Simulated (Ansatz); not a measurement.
# AlH4NS (SMILES [NH2][AlH][SH]): functionals against CCSD(T) at one geometry

An exercise on one series of results from a longer session: the logs are not shown, and one member is left open.

Computed with Ansatz 0.2.0, Gaussian basis. Level: single points in def2-TZVPP.

Cores are frozen in the correlated methods.

**Starting geometry**

SMILES `[NH2][AlH][SH]`, 7 atoms, charge 0, spin multiplicity 1.

Atoms are counted from 1 here; the program's logs count them from 0.

Bond lengths: N1–Al2 1.801 Å, N1–H4 1.036 Å, N1–H5 1.043 Å, Al2–S3 2.224 Å, Al2–H6 1.464 Å, S3–H7 1.317 Å. Angles: Al2–N1–H4 125.7°, Al2–N1–H5 122.8°, H4–N1–H5 111.4°, N1–Al2–S3 118.7°, N1–Al2–H6 121.3°, S3–Al2–H6 120.0°, Al2–S3–H7 86.2°.

Geometry (Å):

```csv
atom,x (Å),y (Å),z (Å)
N1,-1.13210,0.00380,-0.47710
Al2,0.40190,0.64110,0.21900
S3,2.17800,-0.69490,0.28930
H4,-1.25710,-0.92810,-0.91170
H5,-2.03350,0.52760,-0.43280
H6,0.48750,2.00280,0.74990
H7,1.32340,-1.67330,0.50570
```

The first run:

Input file run/in.yaml:

```yaml
crystal:
  periodic: [false, false, false]
  atoms:
    - {symbol: N, position_ang: [-1.132100, 0.003800, -0.477100]}
    - {symbol: Al, position_ang: [0.401900, 0.641100, 0.219000]}
    - {symbol: S, position_ang: [2.178000, -0.694900, 0.289300]}
    - {symbol: H, position_ang: [-1.257100, -0.928100, -0.911700]}
    - {symbol: H, position_ang: [-2.033500, 0.527600, -0.432800]}
    - {symbol: H, position_ang: [0.487500, 2.002800, 0.749900]}
    - {symbol: H, position_ang: [1.323400, -1.673300, 0.505700]}
basis:
  gaussian: {orbitals: def2-TZVPP}
correlation: {method: ccsd_t}
output: {forces: true}
```

The command line of these runs was not kept.

Steps of the session up to this table: CCSD(T)/def2-TZVPP; PBE0-D4/def2-TZVPP; wB97M-V/def2-TZVPP; r2SCAN-D4/def2-TZVPP; PBE-D4/def2-TZVPP; r2SCANh-D4/def2-TZVPP; SPW92/def2-TZVPP.

One table of the session follows, with a row left open; its other results are not shown here.

| method | RMS force component (eV/Å) | angle to CCSD(T) forces (°) | dipole (D) |
| --- | --- | --- | --- |
| CCSD(T) | 0.807 | reference | 2.12 |
| PBE0-D4 | 0.847 | 2.4 | 2.17 |
| wB97M-V | 0.797 | 3.0 | 2.14 |
| r2SCAN-D4 | 0.824 | 2.8 | 2.21 |
| PBE-D4 | 0.798 | 10.9 | 2.17 |
| r2SCANh-D4 | ? | ? | ? |
| SPW92 | 0.836 | 16.6 | 2.24 |

Q: Estimate the row for r2SCANh-D4 from the others.

**Answer.** RMS force component (eV/Å): 0.841; angle to CCSD(T) forces (°): 3.0; dipole (D): 2.21. In the column «RMS force component (eV/Å)» it lies between SPW92 (0.836) and PBE0-D4 (0.847).
